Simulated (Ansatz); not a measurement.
Isolated molecules relaxed with PBE0-D4/def2-TZVP in Ansatz; ΔE leaves out vibrations. CCSD(T)/CBS is frozen-core, at the limit of the def2 triple- and quadruple-zeta sets. Each species was taken in one conformer, which may not be the lowest.

`N[Si]Cl` + H₂ → `N[SiH]` + HCl  (hydrogenolysis of the Si–Cl bond)

`N[Si]Cl`:

```xyz
5

N    -0.048    0.093   -0.650
Si    1.098   -0.093    0.592
Cl   -0.238   -0.311    2.203
H     0.239    0.226   -1.608
H    -1.052    0.085   -0.537
```

H₂:

```xyz
2

H     0.123    0.323    0.140
H    -0.123   -0.323   -0.140
```

`N[SiH]`:

```xyz
5

N     0.088    0.555    0.052
Si    0.597   -1.035    0.409
H    -0.722    0.814   -0.490
H     0.597    1.360    0.381
H    -0.559   -1.693   -0.352
```

HCl:

```xyz
2

Cl    0.636    0.069    0.002
H    -0.636   -0.069   -0.002
```

```
  species  CCSD(T)/CBS(def2) energy (Eh)
`N[Si]Cl`                     -804.81294
       H₂                       -1.17463
 `N[SiH]`                     -345.55824
      HCl                     -460.38167
```

Q: Work out ΔE.

A: ΔE = (-345.55824) + (-460.38167) − (-804.81294) − (-1.17463) = 0.04766 Eh = +125.1 kJ/mol.

Largest T1 diagnostic among the species: 0.015.

Leaving LDA and LC-ωPBE aside and taking each functional with its dispersion term where it has one, the values, not all of them listed here, spread over 10.5 kJ/mol, from CAM-B3LYP-D4 to r2SCAN-D4. From BLYP to BHLYP (50 % exact exchange), in def2-TZVPP and without D4, ΔE moves by −3.6 kJ/mol.
